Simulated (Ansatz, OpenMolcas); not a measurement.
## How methods differ on CH4Si (SMILES C=[SiH2])

CH4Si: 6 atoms, total charge 0, spin state singlet. SMILES: `C=[SiH2]`. The shape is that of a GFN2-xTB optimisation.

```xyz
6

C    -0.7387   -0.5472   -0.2651
Si    0.6113    0.4518    0.2183
H    -1.4085   -0.9966    0.4481
H    -0.9629   -0.7582   -1.2967
H     0.9530    0.7660    1.6007
H     1.5459    1.0842   -0.7053
```

Each level gives the energy change with the Si2–H6 bond stretched from 1.458 to 2.916 Å (eV). The values are calculated.

```
                      level                    kind     program  value (eV)  less FCI/STO-3G  CPU time (all runs)
     HF/STO-3G (restricted)            Hartree–Fock      Ansatz        7.91            +3.38                0.2 s
   BLYP/STO-3G (restricted)                     GGA      Ansatz        5.36            +0.83                2.2 s
 r2SCAN/STO-3G (restricted)                meta-GGA  OpenMolcas        5.87            +1.34                 13 s
  BHLYP/STO-3G (restricted)           global hybrid      Ansatz        6.78            +2.25                2.1 s
wB97M-V/STO-3G (restricted)  range-separated hybrid      Ansatz        6.53            +2.00                 35 s
 B2PLYP/STO-3G (restricted)           double hybrid      Ansatz        5.98            +1.45                3.1 s
RPA@PBE/STO-3G (restricted)                     RPA      Ansatz        5.29            +0.76                3.3 s
 CCSDTQ/STO-3G (restricted)   coupled cluster or CI      Ansatz        4.53             0.00                6.2 s
                 FCI/STO-3G      exact in the basis      Ansatz        4.53             0.00                8.9 s
```

FCI/STO-3G is exact within its basis and frozen core, so for wave-function methods in that basis the difference is their error; functionals converge differently with the basis, so for them it is only a difference. Spin-restricted single references rise too steeply as a bond breaks, Hartree–Fock most of all. Perturbation and coupled-cluster corrections on them can overshoot downwards. The first shape isn't each level's own minimum. The values span 4.53 to 7.91 eV. All rows use very small basis sets, so even the best lies far from the true value. Times are those of the runs behind each value, whatever else they computed, on shared processors of several kinds: orders of magnitude only.
